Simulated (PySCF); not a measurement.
Si₂ and its ions

LC-ωPBE; PySCF, no relativity, basis sets Si def2-TZVPPD. Neutral (UKS): triplet (π ↑↑), Re = 2.205 Å, ωe = 576 cm⁻¹, De = 3.08 eV, HOMO -8.32 eV, LUMO -1.38 eV.

Si₂⁺ (UKS): quartet (σ ↑, π ↑↑), Re = 2.233 Å, ωe = 517 cm⁻¹, De = 3.31 eV to Si⁺ + Si. The energies at the minima are -578.65237 hartree for Si2 and -578.35586 for Si₂⁺.

Question: Work out the adiabatic ionisation energy, without and with harmonic zero-point energies (1 hartree = 27.2114 eV, 1 eV = 8065.5 cm⁻¹), and the change of the bond length.

Answer: At LC-ωPBE: 0.29651 hartree = 8.068 eV between the minima; the zero-point term (517.0 − 576.0)/2 cm⁻¹ = -0.004 eV makes it 8.065 eV. Re changes by +2.8 pm against the neutral. The electron leaves a σ orbital, and the longer bond of the ion fits a bonding orbital, or a change in how ionic the bond is.

States were picked by a PBE0 search and need not be the measured ground states.
